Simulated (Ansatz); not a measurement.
Energy needed to pull apart C$_{2}$H$_{2}$Cl (SMILES [CH]=CCl), doublet, into free ground-state atoms, from the structure below (displaced at random from a GFN2-xTB minimum); no zero-point or spin–orbit terms; open-shell atoms are treated unrestricted, in their ground-state multiplicity.

C1  (-0.843, -0.046, -0.147)
C2  (0.316, 0.303, 0.038)
Cl3  (1.728, -0.941, 0.192)
H4  (-1.406, -0.750, -0.346)
H5  (0.592, 1.494, 0.114)
(Å)

Program: Ansatz 0.2.0. Basis: def2-TZVPP. Cores are frozen in the correlated methods; orbitals are unrestricted.

```
    method  atomization energy (eV)
    PBE-D4                    18.12
 revPBE-D4                    17.58
 r2SCAN-D4                    17.56
   PBE0-D4                        ?
r2SCANh-D4                    17.38
   wB97M-V                    17.29
        HF                        ?
       MP2                    16.85
      CCSD                    16.20
   CCSD(T)                    16.58
```

(1) What does HF give? (An estimate is asked for; the value comes from the calculation.)

(2) What does PBE0-D4 give? (Judge from chemistry; the value comes from the calculation.)

The T1 diagnostic stays at or below 0.027. ⟨S²⟩ of the unrestricted Hartree–Fock references: 0.87 (a pure state has 0.75). The unrestricted reference is spin-contaminated, which hurts MP2 most.

Results:

(1) Computed: 11.99 eV, which is about 4.59 eV less than CCSD(T)/def2-TZVPP.

(2) Computed: 17.56 eV, which is about 0.98 eV more than CCSD(T)/def2-TZVPP.

In triple zeta the MP2 and coupled-cluster atomization energies are still short of their basis limit by a few kcal/mol a bond, whereas those of the functionals are nearly converged, so these differences are not deviations from converged CCSD(T).

For scale, one of the runs: CCSD(T)/def2-TZVPP forces, 132 basis functions (an equivalent command: `ansatz run in.yaml --threads 4`). Time: 81 s of wall clock on 4 CPU threads; the host was shared. Peak host memory: 2.6 GiB.
